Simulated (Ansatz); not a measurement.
# H₂O+ (doublet): wave-function methods side by side, cc-pVTZ

Aim: climb from Hartree-Fock through coupled cluster and multireference methods for H₂O+ (doublet) at one geometry and basis, and see what each rung misses.

The runs use Ansatz 0.2.0, Gaussian basis; cc-pVTZ, core rule «outside noble gas», up to 1 orbitals frozen.

To be run: UHF; CCSD(T) on ROHF; CCSD(T) on UHF; BCCD(T) on ROHF; CISD; CCSDT(Q) on ROHF; CCSDT(Q) on UHF; CASSCF and MRCISD+Q, 7 electrons in 6 orbitals; CASSCF and NEVPT2, 7 electrons in 6 orbitals.

10 further runs of the same task are left out: 2 that didn't finish, 8 set aside as unsound or not needed.

### Step 1. The geometry

The geometry is a PBE0/def2-TZVP stationary point (not a proven minimum).

3 atoms, charge 1, spin multiplicity 2.

Atoms are counted from 1 here; the program's logs count them from 0.

Bond lengths: O1–H2 1.004 Å, O1–H3 1.004 Å. Angles: H2–O1–H3 109.8°.

In the tables R marks a restricted open-shell determinant and U an unrestricted one; 'valence' is the active space of 7 electrons in 6 orbitals; energies count from the table's Hartree-Fock row.

### Step 2. UHF

The input, in.yaml:

```yaml
crystal:
  periodic: [false, false, false]
  atoms:
    - {symbol: O, position_ang: [0.000000, -0.064607, 0.000000]}
    - {symbol: H, position_ang: [0.000000, 0.512764, -0.821140]}
    - {symbol: H, position_ang: [0.000000, 0.512764, 0.821140]}
basis:
  gaussian: {orbitals: cc-pVTZ}
total_charge: 1
magnetization: {spin_polarized: true, initial_magnetization: 1}
hamiltonian: {xc: hf}
output: {orbitals: {seedname: orbitals}}
```

Run with:

```sh
$ ansatz run in.yaml --threads 1 --pin off --events-out ev --progress --plain --max-ram 2393MiB
```

The program printed:

```text
Functional definition: HF
  name "HF"
  cite "Fock, Z. Phys. 61, 126 (1930) doi:10.1007/BF01340294"
  parent pbe
  exchange = exact_x
  correlation = 0
336 factors; their error is unknown
mean field evaluation 1: about -2056.3681 eV, gradient 2.8e1 eV
mean field evaluation 2: about -2058.3230 eV, gradient 1.2e1 eV
mean field evaluation 4: about -2058.7402 eV, gradient 2.9e-1 eV
mean field evaluation 8: about -2058.7411 eV, gradient 4.9e-2 eV
mean field evaluation 16: about -2058.7504 eV, gradient 3.7e-5 eV
mean field -2058.75041919 eV, -75.6576824340 hartree, gradient 3.7e-5 eV, S^2 0.757834; 0 other end points of the search recorded, 0 dependent functions left out
reference -2058.75041919 eV, -75.6576824340 hartree; 5, 4 occupied and 53, 54 virtual orbitals, 336 factors
Total energy: -2058.75041919 eV, -75.6576824340 hartree
```

It took 0.72 s on 1 thread of Arm Neoverse V1, shared host.

From the report: ⟨S²⟩ of the determinant 0.758 (pure doublet: 0.75).

### Step 3. CCSD(T) on ROHF

Changes to in.yaml since step 2:

```diff
@@ -9,4 +9,4 @@
 total_charge: 1
-magnetization: {spin_polarized: true, initial_magnetization: 1}
-hamiltonian: {xc: hf}
-output: {orbitals: {seedname: orbitals}}
+magnetization: {spin_polarized: false, initial_magnetization: 1}
+correlation: {method: ccsd_t, electrons: outside_noble_gas}
+output: {forces: true}
```

Same command.

The program printed, cut to the lines that bear on the results:

```text
Functional definition: HF
  name "HF"
  cite "Fock, Z. Phys. 61, 126 (1930) doi:10.1007/BF01340294"
  parent pbe
[...]
340 factors; integrals over basis functions are off by at most 6.3e-4 eV
[...]
mean field -2058.60244547 eV, -75.6522445003 hartree, gradient 9.3e-7 eV, S^2 0.750000; 1 other end points of the search recorded, 0 dependent functions left out
determinant -2058.60244547 eV, -75.6522445003 hartree, with singles and doubles -2064.61899102 eV, -75.8733484710 hartree
determinant -2056.65476031 eV, -75.5806683906 hartree, with singles and doubles -2062.63632180 eV, -75.8004867209 hartree
1 core orbitals not correlated: weight in the atoms' cores, before any rotation towards them, 1.000 or more for the frozen orbitals, at most 0.000 for the correlated occupied ones
reference -2058.60244547 eV, -75.6522445003 hartree; 4, 3 occupied and 53, 54 virtual orbitals, 340 factors
second order -5.46954292 eV of doubles, -0.09750665 eV of singles
cycle   1  -5.96323331 eV  change   -5.7e-1 eV  update   1.2e-2
[...]
cycle   9  -5.97738851 eV  change   -6.0e-7 eV  update   7.9e-7
perturbative correction -0.13702323 eV, -0.0050355108 hartree
[...]
Total energy: -2064.71685721 eV, -75.8769449871 hartree
Atom 0 at     0.000000    -0.064607     0.000000 Å, force    -0.000000     0.032943     0.000000 eV/Å
Atom 1 at     0.000000     0.512764    -0.821140 Å, force    -0.000000    -0.016471     0.136672 eV/Å
Atom 2 at     0.000000     0.512764     0.821140 Å, force     0.000000    -0.016471    -0.136672 eV/Å
Dipole moment:     0.000000     0.442359     0.000000 e Å
```

Wall time 4 s (1 thread of Arm Neoverse V1, shared host).

From the report: correlation -6.1144 eV; T1 0.013; largest double amplitude 0.03.

### Step 4. CCSD(T) on UHF

Changes to in.yaml since step 3:

```diff
@@ -9,3 +9,3 @@
 total_charge: 1
-magnetization: {spin_polarized: false, initial_magnetization: 1}
+magnetization: {spin_polarized: true, initial_magnetization: 1}
 correlation: {method: ccsd_t, electrons: outside_noble_gas}
```

Launched as before.

The program printed, cut to the lines that bear on the results:

```text
Functional definition: HF
  name "HF"
  cite "Fock, Z. Phys. 61, 126 (1930) doi:10.1007/BF01340294"
  parent pbe
[...]
340 factors; integrals over basis functions are off by at most 6.3e-4 eV
[...]
mean field -2058.75042097 eV, -75.6576824996 hartree, gradient 3.4e-6 eV, S^2 0.757834; 1 other end points of the search recorded, 0 dependent functions left out
determinant -2058.75042097 eV, -75.6576824996 hartree, with singles and doubles -2064.61832181 eV, -75.8733238779 hartree
determinant -2056.76467436 eV, -75.5847076576 hartree, with singles and doubles -2062.63523783 eV, -75.8004468857 hartree
1 core orbitals not correlated: weight in the atoms' cores, before any rotation towards them, 1.000 or more for the frozen orbitals, at most 0.000 for the correlated occupied ones
reference -2058.75042097 eV, -75.6576824996 hartree; 4, 3 occupied and 53, 54 virtual orbitals, 340 factors
second order -5.41032078 eV of doubles, -0.00000000 eV of singles
cycle   1  -5.81791705 eV  change   -5.9e-1 eV  update   1.2e-2
[...]
cycle  10  -5.83236198 eV  change   -1.6e-7 eV  update   3.9e-7
perturbative correction -0.13524505 eV, -0.0049701638 hartree
[...]
Total energy: -2064.71802800 eV, -75.8769880127 hartree
Atom 0 at     0.000000    -0.064607     0.000000 Å, force    -0.000000     0.033724     0.000000 eV/Å
Atom 1 at     0.000000     0.512764    -0.821140 Å, force    -0.000000    -0.016862     0.137168 eV/Å
Atom 2 at     0.000000     0.512764     0.821140 Å, force     0.000000    -0.016862    -0.137168 eV/Å
Dipole moment:     0.000000     0.442367     0.000000 e Å
```

Run time: 4.3 s. Hardware: 1 thread of Arm Neoverse V1, shared host.

From the report: ⟨S²⟩ of the determinant 0.758 (pure doublet: 0.75); correlation -5.9676 eV; T1 0.007; largest double amplitude 0.03.

### Step 5. BCCD(T) on ROHF

Changes to in.yaml since step 4:

```diff
@@ -9,4 +9,3 @@
 total_charge: 1
-magnetization: {spin_polarized: true, initial_magnetization: 1}
-correlation: {method: ccsd_t, electrons: outside_noble_gas}
-output: {forces: true}
+magnetization: {spin_polarized: false, initial_magnetization: 1}
+correlation: {method: bccd_t, electrons: outside_noble_gas}
```

Launched as before.

The program printed, cut to the lines that bear on the results:

```text
Functional definition: HF
  name "HF"
  cite "Fock, Z. Phys. 61, 126 (1930) doi:10.1007/BF01340294"
  parent pbe
[...]
340 factors; integrals over basis functions are off by at most 6.3e-4 eV
[...]
mean field -2058.60244547 eV, -75.6522445003 hartree, gradient 9.3e-7 eV, S^2 0.750000; 1 other end points of the search recorded, 0 dependent functions left out
determinant -2058.60244547 eV, -75.6522445003 hartree, with singles and doubles -2064.61899102 eV, -75.8733484710 hartree
determinant -2056.65476031 eV, -75.5806683906 hartree, with singles and doubles -2062.63632180 eV, -75.8004867209 hartree
1 core orbitals not correlated: weight in the atoms' cores, before any rotation towards them, 1.000 or more for the frozen orbitals, at most 0.000 for the correlated occupied ones
reference -2058.60244547 eV, -75.6522445003 hartree; 4, 3 occupied and 53, 54 virtual orbitals, 340 factors
second order -5.46954292 eV of doubles, -0.09750665 eV of singles
cycle   1  -5.96222714 eV  change   -5.7e-1 eV  update   1.2e-2
[...]
cycle   8  -5.97453186 eV  change   -1.2e-6 eV  update   4.3e-6
perturbative correction -0.13965318 eV, -0.0051321598 hartree
Total energy: -2064.71663052 eV, -75.8769366563 hartree
```

Wall time 1.8 s (1 thread of Arm Neoverse V1, shared host).

From the report: correlation -6.1142 eV; largest double amplitude 0.03.

### Step 6. CISD

Changes to in.yaml since step 5:

```diff
@@ -10,2 +10,2 @@
 magnetization: {spin_polarized: false, initial_magnetization: 1}
-correlation: {method: bccd_t, electrons: outside_noble_gas}
+correlation: {active_space: {ras: {orbitals: [3, 1, 53], electrons: 7, max_holes: 2, max_particles: 2}, fixed_orbitals: true}}
```

Same command.

The program printed:

```text
Functional definition: HF
  name "HF"
  cite "Fock, Z. Phys. 61, 126 (1930) doi:10.1007/BF01340294"
  parent pbe
  exchange = exact_x
  correlation = 0
340 factors; integrals over basis functions are off by at most 6.3e-4 eV
mean field evaluation 1: about -2056.3831 eV, gradient 3.8e1 eV
mean field evaluation 2: about -2056.3828 eV, gradient 3.8e1 eV
mean field evaluation 4: about -2058.5939 eV, gradient 1.6e0 eV
mean field evaluation 8: about -2058.6024 eV, gradient 2.1e-4 eV
mean field -2058.60244547 eV, -75.6522445003 hartree, gradient 9.3e-7 eV, S^2 0.750000; 0 other end points of the search recorded, 0 dependent functions left out
reference -2058.60244547 eV, -75.6522445003 hartree; 5, 4 occupied and 53, 54 virtual orbitals, 340 factors
state -2064.40946291 eV, -75.8656484549 hartree
Total energy: -2064.40946291 eV, -75.8656484549 hartree
```

It took 1.6 s on 1 thread of Arm Neoverse V1, shared host.

From the report: 18,315 determinants.

### Step 7. CCSDT(Q) on ROHF

Changes to in.yaml since step 6:

```diff
@@ -10,2 +10,2 @@
 magnetization: {spin_polarized: false, initial_magnetization: 1}
-correlation: {active_space: {ras: {orbitals: [3, 1, 53], electrons: 7, max_holes: 2, max_particles: 2}, fixed_orbitals: true}}
+correlation: {method: ccsdt_q, electrons: outside_noble_gas}
```

Same command.

The program printed, cut to the lines that bear on the results:

```text
Functional definition: HF
  name "HF"
  cite "Fock, Z. Phys. 61, 126 (1930) doi:10.1007/BF01340294"
  parent pbe
[...]
712 factors; integrals over basis functions are off by at most 1.5e-7 eV
[...]
mean field -2058.60244457 eV, -75.6522444670 hartree, gradient 9.1e-7 eV, S^2 0.750000; 1 other end points of the search recorded, 0 dependent functions left out
determinant -2058.60244457 eV, -75.6522444670 hartree, with singles and doubles -2064.61900311 eV, -75.8733489154 hartree
determinant -2056.65475954 eV, -75.5806683625 hartree, with singles and doubles -2062.63633847 eV, -75.8004873336 hartree
1 core orbitals not correlated: weight in the atoms' cores, before any rotation towards them, 1.000 or more for the frozen orbitals, at most 0.000 for the correlated occupied ones
reference -2058.60244457 eV, -75.6522444670 hartree; 4, 3 occupied and 53, 54 virtual orbitals, 712 factors
second order -5.46955620 eV of doubles, -0.09750666 eV of singles
cycle   1  -5.84671874 eV  change   -2.8e-1 eV  update   3.9e-2
[...]
cycle  14  -6.12252288 eV  change    6.6e-7 eV  update   3.3e-7
perturbative correction -0.00431157 eV, -0.0001584472 hartree
Total energy: -2064.72927902 eV, -75.8774014801 hartree
```

Run time: 40 s. Hardware: 1 thread of Arm Neoverse V1, shared host; peak memory 0.53 GiB.

From the report: correlation -6.1268 eV; T1 0.013; largest double amplitude 0.03.

### Step 8. CCSDT(Q) on UHF

Changes to in.yaml since step 7:

```diff
@@ -9,3 +9,3 @@
 total_charge: 1
-magnetization: {spin_polarized: false, initial_magnetization: 1}
+magnetization: {spin_polarized: true, initial_magnetization: 1}
 correlation: {method: ccsdt_q, electrons: outside_noble_gas}
```

Launched as before.

The program printed, cut to the lines that bear on the results:

```text
Functional definition: HF
  name "HF"
  cite "Fock, Z. Phys. 61, 126 (1930) doi:10.1007/BF01340294"
  parent pbe
[...]
712 factors; integrals over basis functions are off by at most 1.5e-7 eV
[...]
mean field -2058.75042012 eV, -75.6576824681 hartree, gradient 3.4e-6 eV, S^2 0.757834; 1 other end points of the search recorded, 0 dependent functions left out
determinant -2058.75042012 eV, -75.6576824681 hartree, with singles and doubles -2064.61833389 eV, -75.8733243217 hartree
determinant -2056.76467372 eV, -75.5847076341 hartree, with singles and doubles -2062.63525394 eV, -75.8004474779 hartree
1 core orbitals not correlated: weight in the atoms' cores, before any rotation towards them, 1.000 or more for the frozen orbitals, at most 0.000 for the correlated occupied ones
reference -2058.75042012 eV, -75.6576824681 hartree; 4, 3 occupied and 53, 54 virtual orbitals, 712 factors
second order -5.41033372 eV of doubles, -0.00000000 eV of singles
cycle   1  -5.69445275 eV  change   -2.8e-1 eV  update   3.9e-2
[...]
cycle  14  -5.97604839 eV  change    6.6e-7 eV  update   3.8e-7
perturbative correction -0.00438040 eV, -0.0001609765 hartree
Total energy: -2064.73084891 eV, -75.8774591724 hartree
```

Run time: 36 s. Hardware: 1 thread of Arm Neoverse V1, shared host; peak memory 0.47 GiB.

From the report: ⟨S²⟩ of the determinant 0.758 (pure doublet: 0.75); correlation -5.9804 eV; T1 0.007; largest double amplitude 0.03.

### Step 9. CASSCF and MRCISD+Q, 7 electrons in 6 orbitals

Changes to in.yaml since step 8:

```diff
@@ -9,3 +9,3 @@
 total_charge: 1
-magnetization: {spin_polarized: true, initial_magnetization: 1}
-correlation: {method: ccsdt_q, electrons: outside_noble_gas}
+magnetization: {spin_polarized: false, initial_magnetization: 1}
+correlation: {method: fic_mrcisd_q, electrons: outside_noble_gas, active_space: {window: {electrons: 7, orbitals: 6}, shells: [{species: H, l: s, shell: 1}, {species: O, l: s, shell: 2}, {species: O, l: p, shell: 2}]}}
```

The command is unchanged.

The program printed, cut to the lines that bear on the results:

```text
Functional definition: HF
  name "HF"
  cite "Fock, Z. Phys. 61, 126 (1930) doi:10.1007/BF01340294"
  parent pbe
[...]
712 factors; integrals over basis functions are off by at most 1.5e-7 eV
[...]
mean field -2058.60244457 eV, -75.6522444670 hartree, gradient 9.1e-7 eV, S^2 0.750000; 0 other end points of the search recorded, 0 dependent functions left out
reference -2058.60244457 eV, -75.6522444670 hartree; 5, 4 occupied and 53, 54 virtual orbitals, 712 factors
state -2060.12422892 eV, -75.7081690105 hartree
contracted CI cycle   1: correlation 0.00000000 eV, 0.0000000000 hartree, residual 2.82e1 eV
contracted CI cycle   2: correlation -4.29297189 eV, -0.1577638070 hartree, residual 4.79e0 eV
contracted CI cycle   3: correlation -4.42488400 eV, -0.1626114879 hartree, residual 9.88e-1 eV
contracted CI cycle   4: correlation -4.43068958 eV, -0.1628248389 hartree, residual 2.24e-1 eV
contracted CI cycle   5: correlation -4.43100386 eV, -0.1628363884 hartree, residual 5.59e-2 eV
contracted CI cycle   6: correlation -4.43102181 eV, -0.1628370481 hartree, residual 1.31e-2 eV
contracted CI cycle   7: correlation -4.43102285 eV, -0.1628370861 hartree, residual 2.86e-3 eV
contracted CI cycle   8: correlation -4.43102290 eV, -0.1628370881 hartree, residual 6.22e-4 eV
state -2060.12422892 eV, -75.7081690105 hartree; corrected -2064.70650272 eV, -75.8765644667 hartree
Total energy: -2064.70650272 eV, -75.8765644667 hartree
Checks for a lower state left out: starts, orbital_swaps
```

Wall time 1.3 s (1 thread of Arm Neoverse V1, shared host).

From the report: 76 determinants; active occupations 2.00, 1.98, 1.98, 1.00, 0.02, 0.02.

### Step 10. CASSCF and NEVPT2, 7 electrons in 6 orbitals

The input, in.yaml:

```yaml
crystal:
  periodic: [false, false, false]
  atoms:
    - {symbol: O, position_ang: [0.000000, -0.064607, 0.000000]}
    - {symbol: H, position_ang: [0.000000, 0.512764, -0.821140]}
    - {symbol: H, position_ang: [0.000000, 0.512764, 0.821140]}
basis:
  gaussian: {orbitals: cc-pVTZ}
total_charge: 1
magnetization: {spin_polarized: false, initial_magnetization: 1}
correlation: {method: sc_nevpt2, electrons: outside_noble_gas, active_space: {window: {electrons: 7, orbitals: 6}, shells: [{species: H, l: s, shell: 1}, {species: O, l: s, shell: 2}, {species: O, l: p, shell: 2}]}}
```

The command is unchanged.

The program printed:

```text
Functional definition: HF
  name "HF"
  cite "Fock, Z. Phys. 61, 126 (1930) doi:10.1007/BF01340294"
  parent pbe
  exchange = exact_x
  correlation = 0
712 factors; integrals over basis functions are off by at most 1.5e-7 eV
mean field evaluation 1: about -2056.3834 eV, gradient 3.8e1 eV
mean field evaluation 2: about -2056.3830 eV, gradient 3.8e1 eV
mean field evaluation 4: about -2058.5939 eV, gradient 1.6e0 eV
mean field evaluation 8: about -2058.6024 eV, gradient 2.1e-4 eV
mean field -2058.60244457 eV, -75.6522444670 hartree, gradient 9.1e-7 eV, S^2 0.750000; 0 other end points of the search recorded, 0 dependent functions left out
reference -2058.60244457 eV, -75.6522444670 hartree; 5, 4 occupied and 53, 54 virtual orbitals, 712 factors
state -2060.12422892 eV, -75.7081690105 hartree
state -2060.12422892 eV, -75.7081690105 hartree; corrected -2064.04565211 eV, -75.8522786545 hartree
Total energy: -2064.04565211 eV, -75.8522786545 hartree
Checks for a lower state left out: starts, orbital_swaps
```

Wall time 0.6 s (1 thread of Arm Neoverse V1, shared host).

From the report: 76 determinants; active occupations 2.00, 1.98, 1.98, 1.00, 0.02, 0.02.

### Step 11. Natural occupations

Natural occupations of the CASSCF valence state about the gap (report; correlated orbitals 1 to 6): 1.999, 1.979, 1.977, 1.000, 0.022, 0.022. The count of effectively unpaired electrons, Σ n²(2 − n)², is 1.01; a single determinant of this spin has 1.

### Step 12. Misses and costs

The yardstick is UCCSDT(Q), where the cluster series has nearly closed. Rows without a time come out of other runs: HF, MP2 and CCSD of CCSD(T), CCSDT of CCSDT(Q), CASSCF and MRCISD of the multireference runs. The times of RCCSD(T), UCCSD(T) include forces.

| method | energy from the lowest RHF (meV) | from UCCSDT(Q) (meV) | time |
| --- | --- | --- | --- |
| RHF | 0.0 | +6128.4 |  |
| UHF | -148.0 | +5980.4 |  |
| RMP2 | -5567.0 | +561.4 |  |
| UMP2 | -5558.3 | +570.1 |  |
| CISD | -5807.0 | +321.4 | 1.6 s |
| RCCSD | -5977.4 | +151.0 |  |
| UCCSD | -5980.3 | +148.1 |  |
| RCCSD(T) | -6114.4 | +14.0 | 4 s |
| UCCSD(T) | -6115.6 | +12.8 | 4.3 s |
| BCCD(T) | -6114.2 | +14.2 | 1.8 s |
| RCCSDT | -6122.5 | +5.9 |  |
| UCCSDT | -6124.0 | +4.4 |  |
| RCCSDT(Q) | -6126.8 | +1.6 | 40 s |
| UCCSDT(Q) | -6128.4 | 0 | 36 s |
| CASSCF valence | -1521.8 | +4606.6 |  |
| NEVPT2 valence | -5443.2 | +685.2 | 0.6 s |
| MRCISD valence | -5952.8 | +175.6 |  |
| MRCISD+Q valence | -6104.1 | +24.3 | 1.3 s |

Among the levels timed on like hardware and quicker than the yardstick, those that no quicker one beats, quickest first: NEVPT2 valence (0.6 s, +685.2 meV); MRCISD+Q valence (1.3 s, +24.3 meV); BCCD(T) (1.8 s, +14.2 meV); RCCSD(T) (4 s, +14.0 meV); UCCSD(T) (4.3 s, +12.8 meV).

### Step 13. What came out

```
                         quantity                                                                     value
   UCCSDT(Q) below the RHF energy                                                                -6.1284 eV
              RMP2 from UCCSDT(Q)                                                                +561.4 meV
              UMP2 from UCCSDT(Q)                                                                +570.1 meV
             RCCSD from UCCSDT(Q)                                                                +151.0 meV
          RCCSD(T) from UCCSDT(Q)                                                                 +14.0 meV
          UCCSD(T) from UCCSDT(Q)                                                                 +12.8 meV
         RCCSDT(Q) from UCCSDT(Q)                                                                  +1.6 meV
    NEVPT2 valence from UCCSDT(Q)                                                                +685.2 meV
  MRCISD+Q valence from UCCSDT(Q)                                                                 +24.3 meV
levels within 1 kcal/mol (43 meV)  RCCSD(T), UCCSD(T), BCCD(T), RCCSDT, UCCSDT, RCCSDT(Q), MRCISD+Q valence
                    T1 diagnostic                                                                     0.013
   effectively unpaired electrons                                                                      1.01
```

**Reading.** RCCSD(T) lands +14.0 meV from the yardstick (0.2 % of the correlation energy). One determinant dominates. Of the multireference levels listed MRCISD+Q valence comes nearest in total energy (+24.3 meV), which doesn't show that its space is the better one. These misses are within one basis, not against nature; the frozen cores of restricted and unrestricted runs differ, which can shift their rows.

UCCSD(T) reaches 12.8 meV from the reference in 4.3 s, where UCCSDT(Q) took 36 s; the quickest level in the cost chart, NEVPT2 valence, takes 0.6 s and misses by 685.2 meV.
